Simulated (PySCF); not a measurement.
**Reproducing measurements on CCl3F**

**What was measured.**

From NIST CCCBDB Release 22 (SRD 101), experimental dipoles, for the gas: dipole moment (microwave Stark effect, vibrational ground state) 0.46 ± 0.02 D.

The runs below try to reproduce these values; the comparison stands at the end.

Species: CCl3F.
Numbering: `[F:1][C:2]([Cl:3])([Cl:4])[Cl:5]`

Geometry (PBE0-D3(BJ)/def2-SVP, Å), atoms numbered from 1 in this order:
```xyz
5
CCl3F angstrom
F      0.132    0.656   -1.234
C      0.014    0.028   -0.072
Cl     1.222    0.673    1.044
Cl    -1.613    0.308    0.558
Cl     0.280   -1.700   -0.333
```

Runs made with PySCF (gas phase, on this PBE0-D3(BJ)/def2-SVP geometry; no spin–orbit coupling):

```json
{"level": "PBE0-D3(BJ)/def2-SVP, grid level 1", "job": "geometry optimisation from a GFN2-xTB start shaken at random", "basis functions": "82", "wall time": "13 s"}
```

Hardware: one thread of an Intel Xeon 6975P-C, shared host.

Results beside the measurements:

**Dipole moment.** Measured: 0.46 D (NIST CCCBDB Release 22 (SRD 101), experimental dipoles).

```json
{"level": "PBE0-D3(BJ)/def2-SVP", "computed (D)": "0.30", "computed − measured (D)": "-0.16", "% (from the printed values)": "-35"}
```

The computed dipoles belong to one fixed geometry; measured ones are averaged over vibrations unless marked μe. Magnitudes are compared, not signs.

The geometry is computed, not the measured one. Where a level misses, the cause wasn't examined.
